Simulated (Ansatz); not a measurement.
**CH2N⁺, singlet: from triple and quadruple zeta to the limit**

```json
{"atom": "N", "x (Å)": "0.0000", "y (Å)": "0.0000", "z (Å)": "0.5108"}
{"atom": "C", "x (Å)": "0.0000", "y (Å)": "0.0000", "z (Å)": "-0.7748"}
{"atom": "H", "x (Å)": "0.0000", "y (Å)": "0.8569", "z (Å)": "1.0670"}
{"atom": "H", "x (Å)": "0.0000", "y (Å)": "-0.8569", "z (Å)": "1.0670"}
```

Connectivity, by distances: NH2–C.

Ansatz 0.2.0, RHF determinant, valence electrons correlated. Energies in eV.

| set | X | functions | Hartree–Fock | MP2 correlation | CCSD(T) correlation | time |
| --- | --- | --- | --- | --- | --- | --- |
| def2-TZVPP | 3 | 90 | -2534.1453 | -8.4031 | -9.4456 | 2.6 s on 1 × NVIDIA H100 80GB HBM3 with 1 thread of AMD EPYC 7R13 Processor (Zen 3), on a shared host |
| def2-QZVPP | 4 | 174 | -2534.2478 | -8.9881 | -9.9577 | 4 s on 1 × NVIDIA H100 80GB HBM3 with 1 thread of AMD EPYC 7R13 Processor (Zen 3), on a shared host |

Hartree–Fock is taken to follow E(X) = E∞ + A·exp(−7.88·√X), correlation E(X) = E∞ + B·X^−2.97.

Cautions: restricted determinant unstable towards unrestricted.

Q: Work out the CCSD(T) energy at the limit, and how far the shortcut misses it that extrapolates MP2 and adds CCSD(T) minus MP2 from the smaller set.

A: Hartree–Fock: E∞ = E4 + 0.1377·(E4 − E3) = -2534.2620. Correlation: E∞ = E4 + 0.7407·(E4 − E3) = -10.3371 for CCSD(T) and -9.4214 for MP2. The limit is -2544.5990 eV, 0.393 eV below def2-QZVPP. The shortcut gives a correlation energy of -9.4214 + (-1.0425) = -10.4639, 127 meV lower than the direct value.
